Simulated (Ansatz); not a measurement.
Zinc-blende HgTe was calculated with HSE06 (Ansatz, a first-principles code, plane waves, PAW).

Settings: plane-wave cutoff 460 eV, 8×8×8 k mesh, Fermi–Dirac smearing 0.01 eV, scalar-relativistic PAW data made under PBE.

Energies at three volumes about the minimum:

| V (Å³/atom) | E − E_lowest (meV/atom) |
|---|---|
| 34.661 | 1.82 |
| 35.333 | 0.00 |
| 36.216 | 2.50 |

Fit a parabola by hand: where is the minimum, what lattice constant follows, and what is the bulk modulus?

Slopes: (0.00 − 1.82)/(35.333 − 34.661) = -2.708 and (2.50 − 0.00)/(36.216 − 35.333) = 2.831 meV/Å³. Curvature E″ = 2 × (2.831 − (-2.708))/(36.216 − 34.661) = 7.124 meV/Å⁶. From the middle of the first interval, the slope vanishes at V0 = 34.9970 − (-2.708)/7.124 = 35.377 Å³/atom. B = V0 E″ = 35.377 × 7.124 meV/Å³ × 0.1602 GPa per meV/Å³ = 40.4 GPa. With 8 atoms in the cube, a = (8 × 35.377)^(1/3) = 6.566 Å. The full Birch–Murnaghan fit to all volumes gives V0 = 35.360 Å³/atom and B0 = 40.5 GPa.

Measured, for comparison: bulk modulus 42.3 GPa (temperature not stated, not corrected to a static lattice; as tabulated in Toher et al. (2017), arXiv:1611.05714); lattice constant a 6.46 Å (room temperature, not corrected to a static lattice; as tabulated in Cava et al. (2013), arXiv:1302.1059). Computed less measured: bulk modulus -4.3 %.
